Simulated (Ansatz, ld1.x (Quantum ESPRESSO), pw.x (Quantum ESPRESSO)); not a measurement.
tellurium (Te): one change to the ultrasoft potential, in the atom and in the bcc crystal

```json
{
  "Element": "tellurium",
  "Generator": "ld1.x (Quantum ESPRESSO) 7.5",
  "Type": "ultrasoft",
  "Functional": "PBEsol",
  "Relativity": "scalar-relativistic",
  "Frozen core": "[Kr] 4d10",
  "Valence charge": "6",
  "Reference configuration": "5s2 5p4",
  "Partial waves": "5s (bound): rcut 1.65, rcutus 2.15 bohr; 5s channel at 2.5 Ry: rcut 1.65, rcutus 2.15 bohr; 5p (bound): rcut 1.75, rcutus 2.40 bohr; 5p channel at 1.05 Ry: rcut 1.75, rcutus 2.40 bohr; 5d channel at -0.1 Ry: rcut 2.20, rcutus 2.45 bohr; 5d channel at 1.45 Ry: rcut 2.20, rcutus 2.45 bohr",
  "Local potential": "all-electron potential smoothed inside 1.85 bohr (lloc = -1)",
  "Core correction": "a·sin(br)/r model core inside 1.80 bohr",
  "Augmentation charge": "PSQ, inside the norm-conserving radii"
}
```

Change: removed wave 5d channel at 1.45 Ry: rcut 2.20, rcutus 2.45 bohr.

Cutoffs, loose and tight: the cutoffs (Ry, on a coarse ladder) from which the occupation-weighted sum of valence levels, in a spherical-Bessel basis at the reference potential, stays within 10 and 1 mRy of its value at 400 Ry. They do not see the model core or the augmentation charge, which bear on the density cutoff. Test errors are all-electron minus pseudo excitation energies from the reference, over the configurations 5s2 5p3; 5s2 5p2; 5s2 5p1; 5s1 5p5; 5s0 5p6; 5s1 5p4; 5s2 5p0; variants that change the core or the reference have their own tests.

Crystal test: bcc Te in pw.x 7.5, no spin, 12³ k-points, Fermi–Dirac smearing 0.01 Ry, cutoffs set for each file from its atomic test. The reference is all-electron LAPW (Ansatz 0.2.0) with the same functional, mesh and smearing; V0 and B0 come from Birch–Murnaghan fits to the pressures at five volumes. Errors are pseudo minus all-electron; Δ is the rms difference of the E(V) curves that follow from these fits, minima aligned, over ±6 % about the mean V0. Mesh and smearing are coarse, so the numbers serve the comparison and aren't converged zero-temperature values; the lattice is a test structure that the element need not adopt.

All-electron: a0 = 3.776 Å (V0 = 26.93 Å³/atom), B0 = 64.5 GPa.

Does the change bring the crystal closer to the all-electron result?

The mean pressure error goes from +0.29 to +0.09 GPa, so the change moves the solid closer to the all-electron pressures.

```csv
quantity,base,changed
outcome (atom),generated,generated
"cutoff, loose (atom)",8 Ry,8 Ry
"cutoff, tight (atom)",15 Ry,15 Ry
bound ghosts (atom),none,none
largest test error (meV) (atom),-410,-410
cutoffs in pw.x (Ry),40/320,40/320
a0 (Å),3.782,3.778
a0 error (%),+0.15,+0.04
B0 error (%),+0.7,+0.7
Δ (meV/atom),1.7,0.5
mean pressure error (GPa),+0.29,+0.09
```

Base: The logarithmic derivative shows an extra or strongly shifted pseudo pole above the reference energy (d near 1.87 Ry). The atomic cutoffs weigh occupied waves only.
